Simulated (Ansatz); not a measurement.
BiOCl (P4/nmm, No. 129) was calculated with G0W0@PBEsol (Ansatz, an electronic-structure program, plane waves, hard PAW, contour deformation).

The cell has the measured lattice parameters. Conventional cell: a = 3.8855 Å, b = 3.8855 Å, c = 7.3489 Å, α = 90.00°, β = 90.00°, γ = 90.00°.

The quasiparticle gap at Γ at a fixed k mesh 2×2×2:

```
response cutoff           value (eV)
------------------------  ----------
150 eV, 850 empty bands        4.800
200 eV, 1309 empty bands       4.846
250 eV, 1829 empty bands       4.876
300 eV, 2405 empty bands       4.893
```

Problem. Taking the value to converge with the response cutoff E as E^(−3/2), extrapolate from the last two rows.

Solution. With y = y∞ + c/w and weights w = 3953 and 5196 for the last two rows, y∞ = (w2 y2 − w1 y1)/(w2 − w1) = (5196 × 4.893 − 3953 × 4.876)/1243 = 4.947 eV, which lies 0.054 beyond the last row. Successive pairs of rows give 4.931, 4.951, 4.947. The limit also hangs on the law assumed, so its last digits aren't firm.

The other settings are not extrapolated, so this is the limit in one setting alone.

The smallest gap on this mesh is 3.73 eV, away from Γ.

Spin–orbit coupling is not included; with these elements it can move the gap by several tenths of an eV or more.
